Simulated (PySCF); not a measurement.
# Variants of one PySCF input: LiH

Base input, run as `OMP_NUM_THREADS=1 python input.py` with PySCF 2.14:

```python
from pyscf import gto, scf

mol = gto.M(
    atom='Li 0 0 0; H 0 0 1.846',
    basis='6-311g**',
    charge=0,
    spin=0,
    symmetry=True,
    verbose=4,
)
mf = scf.RHF(mol)
mf.kernel()
mf.analyze()
print('orbital energies (hartree):', mf.mo_energy[..., max(0, mol.nelec[1]-3):mol.nelec[0]+3].round(4))
```

Base result: E(SCF) = -7.980407 Eh, 7 cycles, μz(SCF) = -6.60 D. Stability towards an unrestricted solution was not tested. The bond length is a typed value, not an optimised one.

Hardware: Intel Xeon Platinum 8259CL @ 2.50GHz, 1 thread, shared host. Wall time 1.1 s, peak memory 0.12 GiB.

Each row names what differs from the base; energies in brackets are changes from the base.

| change | result |
| --- | --- |
| Cartesian functions: off → on | E(SCF) = -7.980531 Eh (-0.0034 eV), 7 cycles, μz(SCF) = -6.61 D |
| geometry: bond 1.846 → bond 5.538 [stretched restricted solution, likely unstable] | E(SCF) = -7.829543 Eh (+4.1052 eV), 12 cycles, μz(SCF) = -15.88 D |
| step after the SCF: analyze → eomip; frozen orbitals: default → 0; number of roots: default → 6 | E(SCF) = -7.980407 Eh (+0.0000 eV), 7 cycles, E(CCSD) − E(SCF) = -0.04585 Eh, μz(SCF) = -6.60 D, ionisation roots 7.468, 18.630, 19.380, 19.380, 21.277, 21.810 eV |
| basis set: 6-311g** → 6-31+g* | E(SCF) = -7.976639 Eh (+0.1025 eV), 7 cycles, μz(SCF) = -6.44 D |
| geometry: bond 1.846 → bond 1.791 | E(SCF) = -7.982415 Eh (-0.0546 eV), 7 cycles, μz(SCF) = -6.46 D |
| basis set: 6-311g** → x2c-svpall; spin-free X2C: off → on | E(SCF) = -7.973784 Eh, 7 cycles, μz(SCF) = -6.48 D |
| basis set: 6-311g** → aug-cc-pvdz | E(SCF) = -7.979533 Eh (+0.0238 eV), 7 cycles, μz(SCF) = -6.63 D |
| PCM solvent, dielectric constant: none → 20.5 | E(SCF) = -8.015917 Eh (-0.9663 eV), 7 cycles, μz(SCF) = -7.94 D |
| length unit: angstrom → bohr [unsound on purpose] | E(SCF) = -7.874330 Eh (+2.8865 eV), 7 cycles, μz(SCF) = -4.95 D |
| convergence threshold: default → 1e-16 | E(SCF) = -7.980407 Eh (+0.0000 eV), 26 cycles, μz(SCF) = -6.60 D |
| charge: 0 → -1; spin (2S): 0 → 1; SCF type: RHF → UHF [another spin of the ion may lie lower] [no diffuse functions for the anion] | E(SCF) = -7.989303 Eh (-0.2421 eV), 11 cycles, ⟨S²⟩ = 0.751 |
| geometry: bond 1.846 → bond 1.477 | E(SCF) = -7.983387 Eh (-0.0811 eV), 7 cycles, μz(SCF) = -5.74 D |
| functional: none (Hartree–Fock) → pbesol; SCF type: RHF → RKS | E(SCF) = -7.966243 Eh, 8 cycles, μz(SCF) = -6.04 D |
| basis set: 6-311g** → x2c-tzvpall; spin-free X2C: off → on | E(SCF) = -7.980284 Eh, 7 cycles, μz(SCF) = -6.63 D |
| spin (2S): 0 → 4; SCF type: RHF → UHF [a high spin state] | E(SCF) = -5.822397 Eh (+58.7225 eV), 9 cycles, μz(SCF) = 2.78 D |
| spin (2S): 0 → 6 [unsound on purpose] [runs as restricted open-shell] | stops with AssertionError |
| step after the SCF: analyze → tda; number of roots: default → 3 | E(SCF) = -7.980407 Eh (+0.0000 eV), 7 cycles, μz(SCF) = -6.60 D, first singlet excitations without spin–orbit coupling 3.78, 4.79, 4.79 eV |
| spin-free X2C: off → on [basis contracted without relativity] | E(SCF) = -7.981067 Eh, 7 cycles, μz(SCF) = -6.60 D |

Task: Order these changes by how far they move the SCF energy from the base, largest first: (1) PCM solvent, dielectric constant: none → 20.5; (2) geometry: bond 1.846 → bond 1.477; (3) geometry: bond 1.846 → bond 1.791; (4) geometry: bond 1.846 → bond 5.538.

Result: (4) +4.1052 eV, (1) -0.9663 eV, (2) -0.0811 eV, (3) -0.0546 eV.
